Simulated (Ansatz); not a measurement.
**What a trial cell of Os relaxes into**

Computed with Ansatz, DFT PBEsol, scalar-relativistic, plane waves, PAW. Cutoff 420 eV, Γ-centred k mesh, Gaussian smearing, no spin polarisation in the final step.

The start puts Os on the indium (bct) structure type (I4/mmm, No. 139), at a guessed volume.

```xyz
1
Lattice="-1.3417 1.3417 2.0413 1.3417 -1.3417 2.0413 1.3417 1.3417 -2.0413" Properties=species:S:1:pos:R:3 pbc="T T T"
Os    0.0000    0.0000    0.0000
```

Cell and atoms relax at zero pressure; the relaxation can't lower the symmetry of the start. After a coarse first stage the cell is made exact in the group found at 0.06 Å.

Energies count from the standard state of Os at the same level.

Question: What does it relax into?

Answer: It ends in Fm-3m (No. 225). The result has the fcc structure. Conventional cell: a = 3.821 Å. Os is coordinated by 12 Os at 2.70 Å.

```cif
data_structure
_symmetry_space_group_name_H-M 'Fm-3m'
_symmetry_Int_Tables_number 225
_cell_length_a 3.8207
_cell_length_b 3.8207
_cell_length_c 3.8207
_cell_angle_alpha 90.000
_cell_angle_beta 90.000
_cell_angle_gamma 90.000
_cell_volume 55.77
loop_
_atom_site_label
_atom_site_type_symbol
_atom_site_symmetry_multiplicity
_atom_site_Wyckoff_symbol
_atom_site_fract_x
_atom_site_fract_y
_atom_site_fract_z
_atom_site_occupancy
Os1 Os 4 a 0.00000 0.00000 0.00000 1
```

Question: What are its volume, energy, density and gap?

Answer: The volume per atom is 13.94 Å³ and the density is 22.66 g/cm³. The energy over the standard structure is 0.15 eV/atom. The gap on the 24×24×24 mesh is 0 eV (a metal).

The final run used a 24×24×24 mesh on its 1-atom cell and 0.10 eV smearing. For metals, differences of a few meV/atom aren't resolved. Spin–orbit coupling is left out. Symmetry constrained the relaxation, so the result can be a saddle point. The steps took about 23 core-seconds in all.